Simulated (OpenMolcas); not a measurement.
# HF/ANO-RCC-VDZP (sfX2C) run of BCl (SMILES [B]Cl)

What is the vertical ionisation energy of BCl at HF/ANO-RCC-VDZP (sfX2C)? 

Program for the calculation: OpenMolcas 26.06.

### 1 The structure to begin with

The species is BCl (2 atoms), meant as a singlet with charge 0. As SMILES, `[B]Cl`. Geometry: relaxed at PBE0-D4/def2-TZVP.

Bond lengths: B1–Cl2 1.718 Å.

### 2 A single-point energy at HF/ANO-RCC-VDZP (sfX2C)

File job.input:

```
&GATEWAY
COORD
2
angstrom
B        0.000000       0.000000      -0.069660
Cl       0.000000       0.000000       1.648190
BASIS=ANO-RCC-VDZP
GROUP=NoSym
RX2C
&SEWARD
EXPERT
&SCF
PRORBITALS=0
```

Started as:

```
export MOLCAS_MEM=1860
pymolcas job.input > job.log
```

Output:

```text
--- Start Module: gateway ---
[...]
--- Stop Module: gateway /rc=_RC_ALL_IS_WELL_ ---
--- Start Module: seward ---
[...]
 ###    WARNING:  EXPERT option is ON!                                       ###
 ###############################################################################
               SEWARD will generate:
[...]
      Basis functions           32
--- Stop Module: seward /rc=_RC_ALL_IS_WELL_ ---
[...]
--- Start Module: scf ---
[...]
       Convergence after  10 Iterations
[...]
::    Total SCF energy                               -485.5693959155
[...]
      Total spin, S                                     0.0000000000
[...]
      Total electronic charge=   22.000000
      Total            charge=   -0.000000
[...]
      Dipole Moment (debye):
      Origin of the operator (angstrom)=    0.0000    0.0000    1.2369
                   X= -1.0800E-13               Y=  5.3723E-14               Z=  1.3916E+00           Total=  1.3916E+00
      Quadrupole Moment (debye*angstrom):
[...]
--- Stop Module: scf /rc=_RC_ALL_IS_WELL_ ---
[...]
```

It took 2.1 s on 1 thread of Arm Neoverse V2, shared host; peak memory 0.37 GiB.

### 3 The doublet cation

File job.inp:

```
* BCl Hartree-Fock

&GATEWAY
  COORD
  2
  angstrom
  B        0.000000       0.000000      -0.069660
  Cl       0.000000       0.000000       1.648190
  BASIS=ANO-RCC-VDZP
  GROUP=NoSym
  RX2C

&SEWARD
  EXPERT

&SCF
  UHF
  CHARGE=1
  SPIN=2
  PRORBITALS=0
```

Started as:

```
export MOLCAS_MEM=1860
pymolcas job.inp > job.log
```

Output:

```text
--- Start Module: gateway ---
[...]
--- Stop Module: gateway /rc=_RC_ALL_IS_WELL_ ---
--- Start Module: seward ---
[...]
 ###    WARNING:  EXPERT option is ON!                                       ###
 ###############################################################################
               SEWARD will generate:
[...]
      Basis functions           32
--- Stop Module: seward /rc=_RC_ALL_IS_WELL_ ---
[...]
--- Start Module: scf ---
[...]
       Convergence after  16 Iterations
[...]
::    Total SCF energy                               -485.2383572644
[...]
      Total spin, S                                     0.5048530864
[...]
      Total electronic charge=   21.000000
      Total            charge=    1.000000
[...]
      Dipole Moment (debye):
      Origin of the operator (angstrom)=    0.0000    0.0000    1.2369
                   X= -5.4124E-14               Y= -2.9646E-15               Z= -3.9982E+00           Total=  3.9982E+00
      Center of Charge (angstrom)
[...]
--- Stop Module: scf /rc=_RC_ALL_IS_WELL_ ---
[...]
```

Run time: 2.4 s. Hardware: 1 thread of Arm Neoverse V2, shared host; peak memory 0.37 GiB.

### 4 Outcome

Level: HF/ANO-RCC-VDZP (sfX2C).

| quantity | value |
| --- | --- |
| singlet BCl: total energy | -485.56940 Eh |
| singlet BCl: dipole moment | 1.39 D |
| singlet BCl: HOMO energy | -10.31 eV |
| singlet BCl: LUMO energy | 2.05 eV |
| singlet BCl: HOMO–LUMO gap | 12.36 eV |
| doublet cation: total energy | -485.23836 Eh |
| doublet cation: HOMO energy (highest over α and β) | -21.22 eV |
| doublet cation: LUMO energy (lowest over α and β) | -7.86 eV |
| doublet cation: ⟨S²⟩ | 0.760 |
| vertical ionisation energy (to the doublet cation) | 9.008 eV |

**Reading.** The vertical ionisation energy comes to 9.01 eV (208 kcal/mol). −ε(HOMO) before ionisation, 10.31 eV, is 1.30 eV above this ionisation energy.
